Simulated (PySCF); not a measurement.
**How methods differ on the ionisation energy of He**

He 1s2 (1S) → He+ 1s1 (2S), as a difference of total energies. All numbers are calculated (PySCF 2.14, no relativity, point nucleus, in pcseg-2). Correlated levels: valence: nothing frozen. The calculations carry no spin-orbit coupling.

| method | ionisation energy (eV) | error (eV) |
| --- | --- | --- |
| UHF | 23.476 | -1.111 |
| MN15 | 24.891 | +0.304 |
| M06-2X | 24.708 | +0.121 |
| MP2 (valence) | 24.370 | -0.217 |
| SCS-MP2 (valence) | 24.549 | -0.038 |
| CCSD (valence) | 24.532 | -0.055 |

Reference: 24.587 eV (measured; NIST Atomic Spectra Database, ionization energies).

Errors of the correlated levels include the incompleteness of this basis.

With two correlated electrons CCSD is exact in that space.
